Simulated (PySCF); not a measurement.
Redox energetics: oxygen

Molecule: oxygen, `[O][O]` (O2, triplet). Optimised structure (Å), atoms numbered from 1:
```
O     0.5768    0.0887   -0.1423
O    -0.5713   -0.0862    0.1140
```

Level of theory: ωB97X-D3(BJ)/ma-def2-TZVP single points in PySCF, grid level 2; every species was optimised with PBE0-D3(BJ)/ma-def2-SVP. The prefix ma- adds one diffuse s and one diffuse p function on all atoms but H. ωB97X-D3(BJ) is ωB97X-V with D3(BJ) in place of VV10. Zero-point and thermal terms (298.15 K, 1 bar) come from unscaled PBE0-D3(BJ)/ma-def2-SVP harmonic frequencies, with soft modes damped to free rotors in the entropy.

Frontier levels of the parent: HOMO -11.45 eV, LUMO -0.40 eV.

Oxidation to the radical cation:
| Property | Result |
| --- | --- |
| Vertical ionisation energy (electronic) | 12.80 eV |
| Adiabatic ionisation energy (with zero-point energy) | 12.41 eV |
| Adiabatic, electronic part | 12.39 eV |
| Vertical gap at the product's structure | 11.86 eV |
| Inner reorganisation energy (four-point) | 936 meV |
| Relaxation of product / of parent | 414 / 522 meV |
| ⟨S²⟩ of the product | 0.752 |
| Largest spin populations | O1 0.50, O2 0.50 |
| Largest changes of atomic charge | O1 0.50, O2 0.50 |
| Distances that move most (Å) | O1–O2 1.189 → 1.098 |
| Potential in acetonitrile | 8.95 V absolute, 4.41 V against Fc+/Fc computed at 4.54 V (solvation -1 → -334 kJ/mol) |

Vertical ionisation energy to the quartet cation: 18.47 eV. This state was not relaxed.

Reduction to the radical anion:
| Property | Result |
| --- | --- |
| Vertical electron affinity (electronic) | -0.17 eV |
| Adiabatic electron affinity (with zero-point energy) | 0.43 eV |
| Adiabatic, electronic part | 0.40 eV |
| Vertical gap at the product's structure | 0.91 eV |
| ⟨S²⟩ of the product | 0.756 |
| Largest spin populations | O2 0.50, O1 0.50 |
| Largest changes of atomic charge | O1 -0.50, O2 -0.50 |
| Distances that move most (Å) | O1–O2 1.189 → 1.319 |
| Potential in acetonitrile | 3.57 V absolute, -0.97 V against Fc+/Fc computed at 4.54 V (solvation -1 → -302 kJ/mol) |

Vertical electron affinity to the quartet anion: -2.57 eV. The extra electron is not bound at this structure, the number hangs on the basis, and the ion was not relaxed.

Solvents are IEF-PCM continua (electrostatics only, gas-phase structures); absolute potentials refer to an electron at rest in vacuum. Fc+/Fc in acetonitrile, 4.54 V, is ωB97X-D3(BJ)/ma-def2-TZVP on PBE0-D3(BJ)/def2-SVP structures with GFN2-xTB thermal terms. Benchmark calculations put it near 5.0 V in acetonitrile and DMSO, so it is about 0.5 V low, and the value against it can read up to that much too high.

Vertical ionisation energy: the gap is larger than usual, and may come from another state, site, conformer or species, from an onset or band maximum that doesn't mark the energy named, from the functional or basis, or from an outlying measurement.

Measured values (NIST Chemistry WebBook, evaluated or the median of agreeing entries): vertical ionisation energy 12.32 eV (computed 12.80, difference 0.48); adiabatic ionisation energy 12.07 eV (computed 12.41, difference 0.34); adiabatic electron affinity 0.44 eV (computed 0.43, difference -0.01).

Caveats: a negative vertical affinity means that the electron isn't bound at that structure, so the value and what is derived from it hang on the basis.

Run with `OMP_NUM_THREADS=1 python redox_run.py task.json out` on 1 thread of AMD EPYC 9R45 96-Core, a shared host. Structures, frequencies and single points: 14 s of wall time.
